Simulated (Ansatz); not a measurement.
Results of revPBE (Ansatz, a first-principles code, plane waves, PAW) for corundum (α-Al2O3).

Run with plane-wave cutoff 520 eV, 8×8×8 k mesh, Fermi–Dirac smearing 0.01 eV, scalar-relativistic PAW data made under PBE.

Cell (relaxed at this level):

```cif
data_Al12O18
_chemical_formula_sum 'Al12 O18'
_space_group_name_H-M_alt 'R-3c :H'
_space_group_IT_number 167
_space_group_name_Hall '-R 3 2"c'
_cell_length_a 4.83456
_cell_length_b 4.83456
_cell_length_c 13.20072
_cell_angle_alpha 90.000
_cell_angle_beta 90.000
_cell_angle_gamma 120.000
loop_
_atom_site_label
_atom_site_type_symbol
_atom_site_symmetry_multiplicity
_atom_site_Wyckoff_symbol
_atom_site_fract_x
_atom_site_fract_y
_atom_site_fract_z
_atom_site_occupancy
Al1 Al 12 c 0.00000 0.00000 0.14788 1
O1 O 18 e 0.30623 0.30623 0.25000 1
```
(The calculation used a cell of 10 atoms; values per cell refer to that cell.)

Predict the bulk modulus, band gap and pressure derivative B′ of the bulk modulus.


- bulk modulus: 221 GPa
- band gap: 5.73 eV (direct)
- pressure derivative B′ of the bulk modulus: 4.0

Measured, for comparison: bulk modulus 254 GPa (298 K, copied from a table, unchecked, not corrected to a static lattice, with K' = 4.34, our sources range from 239 to 254; as tabulated in BurnMan's mineral tables). Computed (rounded) less measured: bulk modulus not scored (unchecked).

Note: the bulk modulus comes from volumes at which shape and atoms were relaxed.

The computed numbers hold no vibrational or temperature effects.
